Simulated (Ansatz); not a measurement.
**SnH₂, triplet: the ladder up to full CI**

Geometry: a PBE0/def2-TZVP stationary point for this spin, not checked as a minimum. The singlet lies 0.6 eV lower here.

```xyz
3

Sn    0.0000   -0.0144    0.0000
H     0.0000    0.8475   -1.4828
H     0.0000    0.8475    1.4828
```

Basis def2-TZVP with its core potentials; Ansatz 0.2.0. Correlated methods freeze the noble-gas cores and the filled d shells of p-block atoms, which leaves 6 electrons in 53 orbitals. R marks a restricted (for open shells ROHF) determinant, U an unrestricted one. Active spaces: valence = (6e, 6o) chosen from the atoms' valence shells. No spin–orbit coupling is included; scalar relativity enters through the core potentials alone.

Full CI is exact within this basis and frozen core; it isn't the basis-set limit. The frozen core follows each run's orbitals, which can shift R against U totals by a few meV for light atoms and by up to 0.1 eV past Ca.

```
UHF ⟨S²⟩                          : 2.006
T1 diagnostic (RCCSD)             : 0.0217
largest doubles amplitude (RCCSD) : 0.046
```

```csv
level,E − E(RHF) (eV)
RMP2,-2.0372
RCCSD,-2.5993
RCCSD(T),-2.6658
```

Problem. Estimate how far full CI in def2-TZVP lies from RCCSD(T). The table doesn't fix it; the size of (T) and the diagnostics are the guide.

Solution. Full CI in def2-TZVP lies 1.8 kJ/mol below RCCSD(T), which is 28 % of the (T) step (-6.4 kJ/mol). The diagnostics give no warning, yet the rest is a sizeable part of (T).

The other levels:

```json
{"level": "BCCD(T)", "E − E(full CI) (kJ/mol)": "1.8", "share of correlation (%)": "99.32", "wall time": "2 s"}
{"level": "RCCSDT", "E − E(full CI) (kJ/mol)": "0.0", "share of correlation (%)": "99.99", "wall time": "–"}
{"level": "RCCSDT(Q)", "E − E(full CI) (kJ/mol)": "-0.1", "share of correlation (%)": "100.04", "wall time": "20 s"}
{"level": "CASSCF (valence space)", "E − E(full CI) (kJ/mol)": "170.0", "share of correlation (%)": "34.35", "wall time": "–"}
{"level": "NEVPT2 (valence space)", "E − E(full CI) (kJ/mol)": "49.7", "share of correlation (%)": "80.83", "wall time": "1.9 s"}
{"level": "MRCISD (valence space)", "E − E(full CI) (kJ/mol)": "7.0", "share of correlation (%)": "97.28", "wall time": "–"}
{"level": "MRCISD+Q (valence space)", "E − E(full CI) (kJ/mol)": "0.3", "share of correlation (%)": "99.89", "wall time": "2.5 s"}
```

The correlation energy at full CI, counted from RHF, is -2.684 eV. That run took 19 s on 2 threads of AMD EPYC 7R13 with a shared H100 80 GB, shared host over 136,947,360 determinants.

Run but not shown, since their state, orbitals or frozen core can't be matched to the reference's or they repeat it: UHF, UMP2, UCCSD, UCCSD(T), UCCSDT, UCCSDT(Q).

Times hold each run's SCF and search for its determinant on a shared host, so for small cases they say little of a method's own cost; they ran on 1 thread of AMD EPYC 7R13. Some runs computed forces too.

The full-CI state has the irrep B1 of C2v, in the program's axes.

Natural occupations of full CI about the gap: 1.954 1.934 0.993 0.986 0.038 0.026 0.010 0.009 0.008 0.007; effectively unpaired electrons, Σ n²(2−n)², 2.03.
